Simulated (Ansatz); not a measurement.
**C₄H₅F: a ladder of functionals and wavefunction methods**

One table from this session's results is given with a row withheld; the runs are named, their logs left out.

Method: functionals in def2-TZVPP, the program's frozen cores in correlated methods; program: Ansatz 0.2.0, Gaussian basis.

Plan: LDA (SPW92), PBE-D4, revPBE-D4, BLYP-D4, r2SCAN-D4, B97M-V, PBE0-D4, B3LYP-D4, r2SCANh-D4, r2SCAN0-D4, HSE06-D4, BHLYP-D4, CAM-B3LYP-D4, LC-ωPBE, ωB97X-V, ωB97M-V, B2PLYP, PBE-QIDH; CCSD(T)/def2-SVP; CCSD(T)/def2-TZVPP; CCSD(T)/def2-QZVPP; extrapolation to the limit.

## Structure used throughout

All runs share one geometry, relaxed beforehand with PBE0-D4 in a triple-zeta def2 set.

SMILES `FC1=CCC1`, 10 atoms, charge 0, spin multiplicity 1.

Atoms are counted from 1 here; the program's logs count them from 0.

Bond lengths: F1–C2 1.323 Å, C2–C3 1.328 Å, C2–C5 1.490 Å, C3–C4 1.515 Å, C3–H6 1.080 Å, C4–C5 1.562 Å, C4–H7 1.092 Å, C4–H8 1.092 Å, C5–H9 1.092 Å, C5–H10 1.092 Å. Angles: F1–C2–C3 133.5°, F1–C2–C5 128.7°, C3–C2–C5 97.9°, C2–C3–C4 91.1°, C2–C3–H6 135.3°, C4–C3–H6 133.6°, C3–C4–C5 87.4°, C3–C4–H7 115.5°, C3–C4–H8 115.5°, C5–C4–H7 113.9°, C5–C4–H8 113.9°, H7–C4–H8 109.3°, C2–C5–C4 83.6°, C2–C5–H9 116.0°, C2–C5–H10 115.9°, C4–C5–H9 115.1°, C4–C5–H10 115.0°, H9–C5–H10 109.5°.

Set-up of the first run:

File in.yaml:

```yaml
crystal:
  periodic: [false, false, false]
  atoms:
    - {symbol: F, position_ang: [0.268249, 0.493375, 2.323549]}
    - {symbol: C, position_ang: [0.119096, 0.114552, 1.064314]}
    - {symbol: C, position_ang: [-0.027098, -1.067469, 0.477338]}
    - {symbol: C, position_ang: [-0.107927, -0.413410, -0.886850]}
    - {symbol: C, position_ang: [0.066616, 0.959016, -0.161972]}
    - {symbol: H, position_ang: [-0.072750, -2.092418, 0.816116]}
    - {symbol: H, position_ang: [0.705010, -0.657460, -1.574648]}
    - {symbol: H, position_ang: [-1.063769, -0.522116, -1.404617]}
    - {symbol: H, position_ang: [-0.787416, 1.635566, -0.240642]}
    - {symbol: H, position_ang: [0.983188, 1.499264, -0.409690]}
basis:
  gaussian: {orbitals: def2-TZVPP}
hamiltonian: {xc: lda}
output: {orbitals: {seedname: orbitals}}
```

Run with:

```console
ansatz run in.yaml --threads 2 --pin off --events-out ev --progress --plain --max-ram 32768MiB --backend cpu
```

Among the steps run: LDA; PBE-D4 (GGA); revPBE-D4 (GGA); BLYP-D4 (GGA); r2SCAN-D4 (meta-GGA); B97M-V (meta-GGA); B3LYP-D4 (hybrid); r2SCANh-D4 (hybrid); r2SCAN0-D4 (hybrid); HSE06-D4 (hybrid); BHLYP-D4 (hybrid); CAM-B3LYP-D4 (range-separated); LC-ωPBE (range-separated); ωB97X-V (range-separated); ωB97M-V (range-separated); B2PLYP (double hybrid); PBE-QIDH (double hybrid).

One table of the session follows, with a row left open; its other results are not shown here.

It belongs to the step «Orbital energies across the functionals». 

```
  functional  HOMO (eV)  LUMO (eV)  gap (eV)
 LDA (SPW92)      -6.06      -0.56      5.50
      PBE-D4      -5.90      -0.34      5.56
   revPBE-D4      -5.84      -0.25      5.59
     BLYP-D4      -5.77      -0.24      5.53
   r2SCAN-D4      -6.10      -0.08      6.02
      B97M-V      -6.15      -0.03      6.12
     PBE0-D4      -7.10       0.70      7.80
    B3LYP-D4      -6.89       0.42      7.32
  r2SCANh-D4      -6.55       0.30      6.85
  r2SCAN0-D4      -7.23       0.86      8.09
    HSE06-D4      -6.70       0.31      7.01
    BHLYP-D4      -8.17       1.81      9.97
CAM-B3LYP-D4          ?          ?         ?
     LC-ωPBE      -9.80       3.05     12.85
     ωB97X-V      -9.42       2.97     12.40
     ωB97M-V      -9.33       2.84     12.17
```

**Question.** Estimate the row for CAM-B3LYP-D4.

The run gave: HOMO (eV): -8.45; LUMO (eV): 1.83; gap (eV): 10.28. In the column «HOMO (eV)» it lies between ωB97M-V (-9.33) and BHLYP-D4 (-8.17).
